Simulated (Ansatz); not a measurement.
# AlB− (quartet): from Hartree-Fock to the top rungs at distance B1–Al2 = 2.806 Å, aug-cc-pVDZ

The task here is to estimate one member of a computed series from the others.

Method: aug-cc-pVDZ, core rule «outside noble gas», up to 6 orbitals frozen; program: Ansatz 0.2.0, Gaussian basis.

To be run: UHF; CCSD(T) on ROHF; CCSD(T) on UHF; BCCD(T) on ROHF; CISD; CCSDT(Q) on ROHF; CCSDT(Q) on UHF; CASSCF and MRCISD+Q, 5 electrons in 5 orbitals; CASSCF and NEVPT2, 5 electrons in 5 orbitals; CASSCF and MRCISD+Q, 7 electrons in 8 orbitals; CASSCF and NEVPT2, 7 electrons in 8 orbitals.

20 further runs of the same task are left out: 2 for a mislabelled method, 16 that didn't finish, 2 set aside as unsound or not needed.

### The system

The geometry derives from a PBE0/def2-TZVPD stationary point (not a proven minimum). One bond is set to the value named and the two fragments are kept rigid.

2 atoms, charge -1, spin multiplicity 4.

Atoms are counted from 1 here; the program's logs count them from 0.

No contacts short enough for the rule that draws bonds.

The first run:

The input, in.yaml:

```yaml
crystal:
  periodic: [false, false, false]
  atoms:
    - {symbol: B, position_ang: [0.000000, 0.000000, 0.000000]}
    - {symbol: Al, position_ang: [0.000000, 0.000000, 2.806000]}
basis:
  gaussian: {orbitals: aug-cc-pVDZ}
total_charge: -1
magnetization: {spin_polarized: true, initial_magnetization: 3}
hamiltonian: {xc: hf}
output: {orbitals: {seedname: orbitals}}
```

Run with:

```
ansatz run in.yaml --threads 1 --pin off --events-out ev --progress --plain --max-ram 2393MiB
```

Steps of the session up to this table: UHF; CCSD(T) on ROHF; CCSD(T) on UHF; BCCD(T) on ROHF; CISD; CCSDT(Q) on ROHF; CCSDT(Q) on UHF; CASSCF and MRCISD+Q, 5 electrons in 5 orbitals; CASSCF and NEVPT2, 5 electrons in 5 orbitals; CASSCF and MRCISD+Q, 7 electrons in 8 orbitals; CASSCF and NEVPT2, 7 electrons in 8 orbitals.

One table of the session follows, with a row left open; its other results are not shown here.

| method | from RCCSDT(Q) (kJ/mol) |
| --- | --- |
| RMP2 | +127.1 |
| UMP2 | +132.5 |
| CISD | ? |
| RCCSD | +39.8 |
| UCCSD | +39.3 |
| RCCSD(T) | +10.8 |
| UCCSD(T) | +10.8 |
| BCCD(T) | +11.0 |
| RCCSDT | +3.4 |
| UCCSDT | +3.3 |
| RCCSDT(Q) | 0 |
| UCCSDT(Q) | -0.3 |
| CASSCF pair | +377.5 |
| NEVPT2 pair | +136.8 |
| CASSCF valence | +259.9 |
| NEVPT2 valence | +69.4 |
| MRCISD valence | +22.4 |
| MRCISD+Q valence | -0.7 |

Q: Estimate the row for CISD from the others.

As computed: from RCCSDT(Q) (kJ/mol): +68.3. In the column «from RCCSDT(Q) (kJ/mol)» it lies between RCCSD (+39.8) and NEVPT2 valence (+69.4).

Not comparable, so not listed: CASSCF and MRCISD+Q, 5 electrons in 5 orbitals (they don't share determinant, frozen orbitals or solution with the rows shown, or repeat one).

Caveats from the session: Left out of the table: ROHF, UHF (another determinant or state than the rows shown). Warnings: coupled cluster took another determinant than the lowest; large T1 diagnostic. Restricted and unrestricted rows rest on different reference determinants; where their highest levels disagree by more than a few hundredths of an eV, they describe different states and don't form one ladder. Warnings in the runs' records: passed over end.
